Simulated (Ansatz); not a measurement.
Input file:

```yaml
crystal:
  periodic: [false, false, false]
  atoms:
    - {symbol: Ti, position_ang: [0.000000, -0.428984, 0.000000]}
    - {symbol: N, position_ang: [0.000000, 0.733013, -1.408582]}
    - {symbol: N, position_ang: [0.000000, 0.733013, 1.408582]}
basis:
  gaussian: {orbitals: def2-SVP}
total_charge: 1
magnetization: {spin_polarized: true, initial_magnetization: 3}
correlation: {method: ccsdt_q, electrons: outside_noble_gas}
```

```sh
$ ansatz run in.yaml --threads 2 --pin off --events-out ev --progress --plain --max-ram 24576MiB --backend cuda --devices 0, --max-vram 18GiB
```

Task: Roughly how long does this take on 2 threads of AMD EPYC 7R13 with a shared H100 80 GB, shared host, and how much host memory?

Result: 29 s wall and 0.88 GiB.

```
1163 factors; integrals over basis functions are off by at most 9.7e-8 eV
mean field evaluation 1: about -26015.6852 eV, gradient 4.7e1 eV
mean field evaluation 2: about -26015.7970 eV, gradient 4.6e1 eV
mean field evaluation 4: about -26029.4851 eV, gradient 1.5e1 eV
mean field evaluation 8: about -26032.4456 eV, gradient 1.3e0 eV
mean field evaluation 16: about -26033.3043 eV, gradient 3.2e-1 eV
mean field evaluation 32: about -26033.5369 eV, gradient 6.1e0 eV
mean field evaluation 64: about -25998.3310 eV, gradient 1.1e2 eV
mean field evaluation 96: about -26031.9693 eV, gradient 6.8e-2 eV
mean field evaluation 128: about -26032.1824 eV, gradient 5.0e-3 eV
mean field evaluation 160: about -26032.1216 eV, gradient 4.0e-1 eV
...
cycle  32  -9.29381515 eV  change   -1.8e-5 eV  update   4.3e-6
cycle  33  -9.29382339 eV  change   -8.2e-6 eV  update   3.2e-6
cycle  34  -9.29382835 eV  change   -5.0e-6 eV  update   2.6e-6
cycle  35  -9.29382726 eV  change    1.1e-6 eV  update   2.1e-6
cycle  36  -9.29382700 eV  change    2.6e-7 eV  update   1.6e-6
cycle  37  -9.29382558 eV  change    1.4e-6 eV  update   1.3e-6
cycle  38  -9.29382421 eV  change    1.4e-6 eV  update   1.1e-6
cycle  39  -9.29382391 eV  change    3.0e-7 eV  update   8.5e-7
cycle  40  -9.29382303 eV  change    8.8e-7 eV  update   6.3e-7
cycle  41  -9.29382268 eV  change    3.5e-7 eV  update   4.6e-7
perturbative correction -0.13333091 eV, -0.0048998204 hartree
Total energy: -26043.18978839 eV, -957.0695720154 hartree
```
